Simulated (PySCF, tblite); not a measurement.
# chloride and hydrogen chloride

A gas-phase complex of chloride and hydrogen chloride; charge -1, singlet. The structure comes from a short search (6 tight-binding starts) and was relaxed by PBE0-D3(BJ)/def2-TZVPD; another way of binding may lie lower. Frequencies by PBE0-D3(BJ)/def2-TZVPD show no clear imaginary mode.

```json
{"part": "1", "name": "chloride", "SMILES": "[Cl-]", "atoms": "1", "charge": "-1", "multiplicity": "1"}
{"part": "2", "name": "hydrogen chloride", "SMILES": "Cl", "atoms": "2–3", "charge": "0", "multiplicity": "1"}
```

```
atom  part  x (Å)  y (Å)   z (Å)
 Cl1     1  0.181  0.456  -0.174
 Cl2     2  2.247  2.554  -1.220
  H3     2  1.220  1.506  -0.697
```

Contacts between parts, classed by geometry: H3···Cl1 1.566 Å (hydrogen bond, 180°).

Interaction energies are complex less parts, with the parts frozen as they stand in it; counterpoise-corrected, in kcal/mol (PySCF). The CCSD(T) estimate is Hartree-Fock/aug-cc-pVQZ, plus the MP2 correlation part extrapolated as X⁻³ from aug-cc-pVTZ and aug-cc-pVQZ, plus CCSD(T) less MP2 in aug-cc-pVDZ; noble-gas cores are frozen. It isn't the exact limit.

Task: Give the interaction energy at each level run.

Result: 
| level | interaction | superposition error removed |
| --- | --- | --- |
| Hartree-Fock/aug-cc-pVQZ | -36.23 | - |
| MP2/aug-cc-pVQZ | -43.62 | -1.03 |
| CCSD(T), estimated basis limit | -41.00 | - |

Task: What holds them together? Decompose the MP2/aug-cc-pVQZ energy: frozen parts, their antisymmetrised product, then relaxation.

Result: electrostatic -45.9, Pauli repulsion +75.0, orbital relaxation -65.3, correlation -8.4 kcal/mol, which sum to the value before the counterpoise correction, the first three by Hartree-Fock. Of the attraction, 55 % is orbital relaxation, 38 % is electrostatic, 7 % is correlation.

The parts were also relaxed and run alone, at the levels used for the complex: shieldings by PBE0/aug-pcSseg-3; core levels by delta-SCF with SCAN, aug-pcX-2 on the ionised atom and aug-pcseg-1 elsewhere, spin-free X2C (2p3/2 is the spin-free 2p value less a third of a first-order spin-orbit splitting).

Task: What does binding change?

Result: 
```csv
property,alone,in the complex,change
Cl2–H3 bond (Å),1.279,1.558,+0.279
shielding of H3 (ppm),30.77,12.70,-18.07
shielding of Cl1 (ppm),1149.3,900.9,-248.4
shielding of Cl2 (ppm),946.5,900.2,-46.3
Cl2 2p3/2 core level (eV),207.41,199.44,-7.98
```

Density functionals tend to overstate the lengthening and the red shift of so strongly bound an X–H bond.

The 3 runs behind this took 29 s in all, one thread each of Arm Neoverse V2 on a shared host, launched as `OMP_NUM_THREADS=1 python cluster_run.py task.json out`.
